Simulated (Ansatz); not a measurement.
# C2H6FN: basis-set convergence

The task here is to estimate one member of a computed series from the others.

Computed with Ansatz 0.2.0, Gaussian basis. Level: one geometry, several basis sets.

Levels to be run: PBE0-D4/def2-SVP; ωB97M-V/def2-SVP; PBE0-D4/def2-QZVPP; ωB97M-V/def2-QZVPP; the functionals' def2-TZVPP values are taken from earlier runs.

**The geometry**

An earlier PBE0-D4 in a triple-zeta def2 set relaxation fixed the geometry.

SMILES `CNCF`, 10 atoms, charge 0, spin multiplicity 1.

Atoms are counted from 1 here; the program's logs count them from 0.

Bond lengths: C1–N2 1.449 Å, C1–H5 1.096 Å, C1–H6 1.093 Å, C1–H7 1.091 Å, N2–C3 1.397 Å, N2–H8 1.010 Å, C3–F4 1.411 Å, C3–H9 1.093 Å, C3–H10 1.092 Å. Angles: N2–C1–H5 113.8°, N2–C1–H6 109.0°, N2–C1–H7 109.5°, H5–C1–H6 108.0°, H5–C1–H7 108.7°, H6–C1–H7 107.6°, C1–N2–C3 116.4°, C1–N2–H8 112.3°, C3–N2–H8 112.0°, N2–C3–F4 113.7°, N2–C3–H9 110.2°, N2–C3–H10 110.4°, F4–C3–H9 105.6°, F4–C3–H10 106.0°, H9–C3–H10 110.7°.

The first run:

File in.yaml:

```yaml
crystal:
  periodic: [false, false, false]
  atoms:
    - {symbol: C, position_ang: [-0.750418, 0.926767, 0.243181]}
    - {symbol: N, position_ang: [0.561845, 0.381871, -0.040442]}
    - {symbol: C, position_ang: [0.670006, -1.010672, -0.032150]}
    - {symbol: F, position_ang: [-0.108349, -1.646186, -1.023064]}
    - {symbol: H, position_ang: [-1.509163, 0.666575, -0.504327]}
    - {symbol: H, position_ang: [-1.088755, 0.552942, 1.212991]}
    - {symbol: H, position_ang: [-0.685603, 2.013720, 0.312531]}
    - {symbol: H, position_ang: [0.975017, 0.787953, -0.868128]}
    - {symbol: H, position_ang: [0.316467, -1.410906, 0.921866]}
    - {symbol: H, position_ang: [1.702052, -1.313263, -0.219358]}
basis:
  gaussian: {orbitals: def2-SVP}
hamiltonian: {xc: pbe0, dispersion: d4}
output: {orbitals: {seedname: orbitals}}
```

On the command line:

```sh
ansatz run in.yaml --threads 2 --pin off --events-out ev --progress --plain --max-ram 4352MiB
```

Steps of the session up to this table: PBE0-D4 in def2-SVP; ωB97M-V in def2-SVP; PBE0-D4 in def2-QZVPP; ωB97M-V in def2-QZVPP.

One of the session's tables, all rows but one given; the rest of the session is left out.

It belongs to the step «Functionals by basis». 

```
functional       basis  HOMO (eV)  LUMO (eV)
   PBE0-D4    def2-SVP      -7.04       1.97
   PBE0-D4  def2-TZVPP      -7.25       1.27
   PBE0-D4  def2-QZVPP      -7.29       0.76
   ωB97M-V    def2-SVP          ?          ?
   ωB97M-V  def2-TZVPP      -9.63       2.68
   ωB97M-V  def2-QZVPP      -9.68       1.86
```

Estimate the missing values for ωB97M-V, def2-SVP.

The run gave: HOMO (eV): -9.42; LUMO (eV): 3.61. In the column «HOMO (eV)» it lies between ωB97M-V, def2-TZVPP (-9.63) and PBE0-D4, def2-QZVPP (-7.29).
